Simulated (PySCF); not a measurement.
# Computed NMR parameters against published values

Atoms are numbered as in `[cH:1]1[cH:2][cH:3][cH:4][cH:5][cH:6]1`; H(Xn) means a hydrogen on atom n.

The experiment to reproduce: δ ¹H H(C1)/H(C2)/H(C3)/H(C4)/H(C5)/H(C6) 7.31 ppm (measured; solution, methanol; Shapiro, Mohrmann, J. Phys. Chem. Ref. Data 1977, 6, 919).
δ ¹³C C1/C2/C3/C4/C5/C6 129.2; δ ¹H H(C1)/H(C2)/H(C3)/H(C4)/H(C5)/H(C6) 7.36 ppm (measured; solution, acetone-d6, 298 K; Fulmer et al., Organometallics 2010, 29, 2176). Coupling constants: ¹J(C1,H(C1)) 159.0 Hz, ¹J(C1,H(C1)) 157.7 Hz, ¹J(C1,C2) 56.2 Hz, ¹J(C1,C2) 55.8 Hz, ²J(C1,C3) -2.5 Hz, ³J(C1,C4) 10.1 Hz, ¹J(C1,H(C1)) 158.3 Hz, ²J(C1,H(C2)) 1.0 Hz, ³J(C1,H(C3)) 7.6 Hz, ⁴J(C1,H(C4)) -1.2 Hz.

- J: B3LYP/pcJ-1 (without the spin–dipole term)
- NMR shieldings at PBE0/pcSseg-1/GIAO
- geometry from PBE0-D3(BJ)/def2-SVP
- run in PySCF 2.14.0 with density-fitted response routines
- one conformer, equivalent nuclei averaged, non-relativistic Hamiltonian, no solvent model

**Question.** What does the calculation give, and how does it compare?

**Answer.** 
Reference values: measured (solution, methanol; Shapiro, Mohrmann, J. Phys. Chem. Ref. Data 1977, 6, 919).
| atoms | quantity | reference | computed | computed, scaled |
| --- | --- | --- | --- | --- |
| H(C1)/H(C2)/H(C3)/H(C4)/H(C5)/H(C6) | δ ¹H | 7.31 | 7.47 | 7.29 |

Reference values: measured (solution, acetone-d6, 298 K; Fulmer et al., Organometallics 2010, 29, 2176).
```json
{"atoms": "C1/C2/C3/C4/C5/C6", "quantity": "δ ¹³C", "reference": "129.2", "computed": "134.0", "computed, scaled": "129.5"}
{"atoms": "H(C1)/H(C2)/H(C3)/H(C4)/H(C5)/H(C6)", "quantity": "δ ¹H", "reference": "7.36", "computed": "7.47", "computed, scaled": "7.29"}
```

Computed shifts are σ(ref) − σ with the named reference compound (TMS for H and C) calculated as an isolated molecule at the same level. The measured values may be among those fitted. Shieldings were converted by linear fits to measured shifts (mostly CDCl3, TMS scale, for H and C): ¹H: δ = 29.85 − 0.948σ (rms 0.21 ppm, 133 shifts); ¹³C: δ = 178.46 − 0.972σ (rms 2.0 ppm, 209 shifts, 2.2 ppm with the 3 outliers that the fit left out). A few per cent of atoms miss by over 2 rms, more outside the fitted compound classes.

Coupling constants in Hz:
| coupling | reference | computed | source |
| --- | --- | --- | --- |
| ¹J(C1,H(C1)) | 159.0 | 166.3 | measured; liquid or solution (compiled); Buevich, Sauri, Parella, De Tommasi, Bifulco, Williamson, Martin, Chem. Commun. 2019 (ESI) |
| ¹J(C1,H(C1)) | 157.7 | 166.3 | measured; liquid or solution (compiled); Cremer, Kraka, Wu, Luettke, ChemPhysChem 2004, 5, 349 |
| ¹J(C1,C2) | 56.2 | 61.9 | measured; liquid or solution (compiled); Cremer, Kraka, Wu, Luettke, ChemPhysChem 2004, 5, 349 |
| ¹J(C1,C2) | 55.8 | 61.9 | measured; Green and Yates, arXiv:1403.0524 (values compiled by Lantto, Vaara, Helgaker 2002) |
| ²J(C1,C3) | -2.5 | -1.2 | measured; Green and Yates, arXiv:1403.0524 (values compiled by Lantto, Vaara, Helgaker 2002) |
| ³J(C1,C4) | 10.1 | 8.9 | measured; Green and Yates, arXiv:1403.0524 (values compiled by Lantto, Vaara, Helgaker 2002) |
| ¹J(C1,H(C1)) | 158.3 | 166.3 | measured; Green and Yates, arXiv:1403.0524 (values compiled by Lantto, Vaara, Helgaker 2002) |
| ²J(C1,H(C2)) | 1.0 | 1.6 | measured; Green and Yates, arXiv:1403.0524 (values compiled by Lantto, Vaara, Helgaker 2002) |
| ³J(C1,H(C3)) | 7.6 | 8.0 | measured; Green and Yates, arXiv:1403.0524 (values compiled by Lantto, Vaara, Helgaker 2002) |
| ⁴J(C1,H(C4)) | -1.2 | -1.4 | measured; Green and Yates, arXiv:1403.0524 (values compiled by Lantto, Vaara, Helgaker 2002) |

**Question.** How far are the unscaled ¹H shifts from the references?

**Answer.** Mean signed difference +0.13 ppm, mean absolute 0.13 ppm over 2 comparisons; the largest is +0.16 ppm at H(C1)/H(C2)/H(C3)/H(C4)/H(C5)/H(C6) (hydrogen on an aromatic CH).

13 of the 65 published NMR values on file for this molecule are compared. The rest: values from further sources, protons in aromatic solvents, values whose atom or origin is in doubt.
